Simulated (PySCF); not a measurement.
# C₂⁻: mean field, correlation and small terms against distance

State: doublet, unpaired electrons σ ↑. ROHF-based CCSD(T) in PySCF 2.14 with C aug-cc-pVDZ and C aug-cc-pVTZ (frozen core orbitals: 2; no relativity). Correlation energies are extrapolated as n⁻³ (n = 2, 3), Hartree–Fock as (n+1)·exp(−9√n). CV is the change on freezing 0 orbitals instead, in C cc-pwCVTZ. SR is the spin-free X2C energy in C cc-pVTZ-DK less the non-relativistic one in C cc-pVTZ. All energies in eV from C + C⁻.

```json
{"R (Å)": "1.1260", "HF/CBS": "-3.813", "CCSD corr.": "-2.999", "(T)": "-0.4007", "CV": "-0.0771", "SR": "0.0010", "total": "-7.289"}
{"R (Å)": "1.1772", "HF/CBS": "-4.342", "CCSD corr.": "-3.067", "(T)": "-0.4316", "CV": "-0.0632", "SR": "0.0025", "total": "-7.902"}
{"R (Å)": "1.2284", "HF/CBS": "-4.549", "CCSD corr.": "-3.137", "(T)": "-0.4633", "CV": "-0.0512", "SR": "0.0036", "total": "-8.197"}
{"R (Å)": "1.2795", "HF/CBS": "-4.515", "CCSD corr.": "-3.209", "(T)": "-0.4960", "CV": "-0.0406", "SR": "0.0043", "total": "-8.256"}
{"R (Å)": "1.3307", "HF/CBS": "-4.304", "CCSD corr.": "-3.282", "(T)": "-0.5297", "CV": "-0.0315", "SR": "0.0048", "total": "-8.143"}
{"R (Å)": "1.3947", "HF/CBS": "-3.864", "CCSD corr.": "-3.376", "(T)": "-0.5731", "CV": "-0.0216", "SR": "0.0051", "total": "-7.830"}
{"R (Å)": "1.4587", "HF/CBS": "-3.295", "CCSD corr.": "-3.473", "(T)": "-0.6181", "CV": "-0.0134", "SR": "0.0051", "total": "-7.395"}
```

A fit to the total gives Re = 1.2691 Å, De = 8.260 eV, ωe = 1782.0 cm⁻¹, Be = 1.745 cm⁻¹ (masses 12.0000 and 12.0000 u).

Problem. At R = 1.2795 Å the CCSD correlation energy is -0.281137 hartree in the smaller basis and -0.320170 in the larger. Extrapolate it.

Solution. (3³·E3 − 2³·E2)/(3³ − 2³) = -0.33660 hartree; the larger basis holds 95.1 % of it.

The T1 diagnostic is 0.025. The state was picked by a PBE0 search and need not be the measured ground state. Spin–orbit coupling, excitations beyond (T) and corrections to the Born–Oppenheimer picture are left out.
